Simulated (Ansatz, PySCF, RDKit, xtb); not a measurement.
**C2H3S−: from the formula to a structure**

Task: start from the formula C2H3S− (charge -1), draw up candidate structures, narrow them down in stages, and characterise the one that lies lowest at 298.15 K.

Plan: many cheap relaxations first (GFN2-xTB), then density-functional screening, relaxation at PBE0-D3(BJ)/def2-SVPD, vibrations and a final energy. The numbers are computed, not measured.

4 further runs of the same task are left out: 4 set aside as unsound or not needed.

## 1. Candidates

A program enumerates the bonding patterns with one Lewis structure each (two rings at most, one unusual centre or charged pair), with their diastereomers. O–O, O–halogen and N–halogen bonds and N–N–N chains are not drawn. That gives 13 candidates.

```
label         SMILES     spin
 c013        C[C-]=S  singlet
 c026        [C-]#SC  singlet
 c122    [C-]#[SH]=C  singlet
 c228      [CH]C[S-]  singlet
 c247        C=C[S-]  singlet
 c271      [CH-]1CS1  singlet
 c305        C=[C-]S  singlet
 c393      [CH]C[S-]  triplet
 c443   [C-]1=[SH]C1  singlet
 c450       [CH-]=CS  singlet
 c451   C#[SH]=[CH-]  singlet
 c568      C#S[CH2-]  singlet
 c793  C1=[SH][CH-]1  singlet
```

Candidates are built by distance geometry, with a force field where one applies, in up to four conformers (letters a to d). 16 starts with atoms placed at random are added, to find patterns that the rules miss.

**Question.** With final energies at CCSD(T)/def2-SVPD + MP2/def2-TZVPPD - MP2/def2-SVPD, which structure will this search put lowest in free energy, and by what margin?

| quantity | value |
| --- | --- |
| lowest structure found | C=C[S-], singlet, Cs |
| next finalist | C[C-]=S, singlet, 37.1 kcal/mol higher in G |
| share at equilibrium, among the finalists | 100.0 % |
| harmonic wavenumbers, lowest and highest (PBE0-D3(BJ)/def2-SVPD) | 397 and 3210 cm⁻¹ |
| rotational constants, same geometry | 2.117, 0.1937, 0.1774 cm⁻¹ |
| HOMO energy (PBE0/def2-TZVPD) | -0.19 eV |
| LUMO energy (PBE0/def2-TZVPD) | 4.23 eV |
| HOMO–LUMO gap (to an unbound level, set by the basis) (PBE0/def2-TZVPD) | 4.42 eV |
| lowest excitation (TD-CAM-B3LYP/def2-SVPD) | 4.15 eV (f = 0.001) |
| strongest of the states computed, same level | 4.65 eV (f = 0.220) |
| lowest triplet excitation, same level, Tamm-Dancoff | 3.23 eV |
| vertical detachment energy | 2.09 eV |
| vertical triplet less singlet | +3.10 eV |

The lowest structure found is `C=C[S-]`. Among the finalists first place is clear (37.1 kcal/mol); structures outside the list aren't covered. GFN2-xTB, HF/STO-3G, r2SCAN-D4/def2-SVPD, PBE0-D3(BJ)/def2-SVPD, HF/def2-SVPD and MP2/def2-SVPD already put its bonding pattern lowest among the structures in one piece. A large T1 diagnostic among the finalists warns that one reference determinant may not suffice. It concerns: the finalist C[C-]=S (singlet). In an anion, excitations above the detachment energy lie in the continuum and hang on the basis, so they needn't be bound states. The search is not exhaustive (a finite list of starts, one conformer a finalist), so a lower isomer can't be ruled out. Patterns outside the rules of the enumeration were met only by chance.
